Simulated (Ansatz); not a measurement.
in.yaml

```yaml
crystal:
  periodic: [false, false, false]
  atoms:
    - {symbol: Ge, position_ang: [0.000000, -0.153216, 1.323318]}
    - {symbol: P, position_ang: [0.000000, 0.855685, -0.731683]}
    - {symbol: P, position_ang: [0.000000, -0.512012, -2.264712]}
    - {symbol: H, position_ang: [0.000000, 0.480978, -3.290095]}
basis:
  gaussian: {orbitals: cc-pVDZ}
total_charge: 1
magnetization: {spin_polarized: false, initial_magnetization: 4}
correlation: {active_space: {ras: {orbitals: [5, 4, 35], electrons: 14, max_holes: 2, max_particles: 2}, fixed_orbitals: true}}
```

```sh
$ ansatz run in.yaml --threads 1 --pin off --events-out ev --progress --plain --max-ram 2393MiB
```

The program prints:

```
758 factors; integrals over basis functions are off by at most 1.2e-3 eV
mean field evaluation 1: about -75019.8054 eV, gradient 1.3e1 eV
mean field evaluation 2: about -75019.8294 eV, gradient 1.3e1 eV
mean field evaluation 4: about -75021.4203 eV, gradient 2.0e0 eV
mean field evaluation 8: about -75021.5522 eV, gradient 7.2e-1 eV
mean field evaluation 16: about -75021.5719 eV, gradient 4.3e-2 eV
mean field evaluation 32: about -75021.5721 eV, gradient 3.0e-4 eV
mean field evaluation 64: about -75021.9892 eV, gradient 2.7e-1 eV
mean field evaluation 96: about -75021.5985 eV, gradient 5.2e0 eV
mean field evaluation 128: about -75021.5701 eV, gradient 4.1e-1 eV
mean field evaluation 160: about -75019.8051 eV, gradient 1.3e1 eV
mean field evaluation 192: about -75021.5721 eV, gradient 9.1e-5 eV
mean field -75022.47307852 eV, -2757.0250335771 hartree, gradient 2.3e-6 eV, S^2 6.000000; 15 other end points of the search recorded, 0 dependent functions left out
reference -75022.47307852 eV, -2757.0250335771 hartree; 33, 29 occupied and 35, 39 virtual orbitals, 758 factors
state -75029.34123577 eV, -2757.2774337006 hartree
Total energy: -75029.34123577 eV, -2757.2774337006 hartree
```

Ran on 1 thread of Arm Neoverse V1, shared host: 36 s wall, 0.2 GiB peak host memory.
